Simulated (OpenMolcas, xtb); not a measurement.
**SiH3S (SMILES [SiH3][S]): methods side by side**

SiH3S: 5 atoms, total charge 0, spin state doublet. SMILES: `[SiH3][S]`. The shape is that of a GFN2-xTB optimisation.

Quantity: the vertical energy of the quartet above the doublet, in eV. The values are calculated.

```tsv
level	kind	program	value (eV)	less FCI/STO-3G	CPU time (all runs)
GFN2-xTB	semi-empirical	xtb	5.85	-1.54	under 2 s
ROHF/STO-3G	Hartree–Fock	OpenMolcas	7.00	-0.39	4.3 s
USVWN5/STO-3G	LDA	OpenMolcas	7.47	+0.08	17 s
UPBE/STO-3G	GGA	OpenMolcas	7.42	+0.03	17 s
U-r2SCAN/STO-3G	meta-GGA	OpenMolcas	7.43	+0.04	22 s
UM06-2X/STO-3G	hybrid meta-GGA	OpenMolcas	7.37	-0.02	43 s
CASSCF(3,3)/STO-3G	multireference	OpenMolcas	7.35	-0.04	3.1 s
ROCCSD(T)/STO-3G	coupled cluster or CI	OpenMolcas	7.43	+0.04	6 s
FCI/STO-3G	exact in the basis	OpenMolcas	7.39	0.00	24 s
```

FCI/STO-3G is exact within its basis and frozen core, so for wave-function methods in that basis the difference is their error; functionals converge differently with the basis, so for them it is only a difference. The values span 5.85 to 7.47 eV. The xTB rows lack spin polarisation, so open shells miss the exchange term that lowers them. All rows use very small basis sets, so even the best lies far from the true value. CPU times are rough (shared hosts, several kinds of processor): they show what a rung costs within a factor of a few.
